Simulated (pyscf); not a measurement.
Structures and frequencies: ωB97X-D3(BJ)/def2-SVP in PySCF. Correlated levels are frozen-core, on RHF or UHF. ΔMP2 is the change of the MP2 total energy from the triple- to the quadruple-zeta basis.

SMILES: FC(=C(F)F)F
```xyz
6

F      0.9582    -0.6500    -1.5387
C      0.3531     0.3173    -0.8842
F      0.0036     1.3317    -1.6451
C      0.1176     0.2741     0.4222
F      0.4667    -0.7392     1.1843
F     -0.4884     1.2417     1.0757
```
Charge 0, spin multiplicity 1.

**Question.** What is the homolytic dissociation enthalpy (298 K, CCSD(T)/def2-TZVPP + ΔMP2(QZVPP)) of the C–F bond of `[F][C]([F])=[C]([F])[F]`, to F• + F–C•=C(F)–F?

**Answer.** C–F to F• + F–C•=C(F)–F: 528.5 kJ/mol. The radicals are drawn with the spin at the cut bond; how far it spreads was not checked. Other isomers of F–C•=C(F)–F were not searched in full and may lie lower. The CCSD(T) − MP2 part came from Ansatz, without density fitting, on the same reference. A UHF reference is spin-contaminated (<S²> up to 0.96), which harms MP2 most. Left out: the spin-orbit lowering of F.
